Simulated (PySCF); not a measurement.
## How methods differ on the ionisation energy of Ne

Ne [Ne] (1S) → Ne⁺ [He] 2s2 2p5 (2P), as a difference of total energies. Calculation: PySCF 2.14, in aug-cc-pwCVDZ; no relativity, point nucleus. Correlated levels: valence: 1s2 frozen; valence and next inner shell: nothing frozen. The calculations carry no spin-orbit coupling.

```csv
method,ionisation energy (eV)
UHF,19.845
LDA,22.288
PBE,21.759
PBE0,21.575
r2SCAN,21.637
wB97M-V,21.572
TPSS,21.573
PW91,21.853
MP2 (valence),21.618
SCS-MP2 (valence),21.471
MP2 (valence and next inner shell),21.630
```

Question: Estimate what M06-2X gives.

Answer: 21.583 eV, closest to PBE0 among the rows shown.

Question: Estimate what SCS-MP2 (valence and next inner shell) gives.

Answer: 21.478 eV, closest to SCS-MP2 (valence) among the rows shown.

A first-order spin-orbit estimate (lowest level to lowest level, LS coupling) adds -0.031 eV.

Errors of the correlated levels include the incompleteness of this basis and the frozen core.

For comparison: 21.565 eV (measured; NIST Atomic Spectra Database, ionization energies).
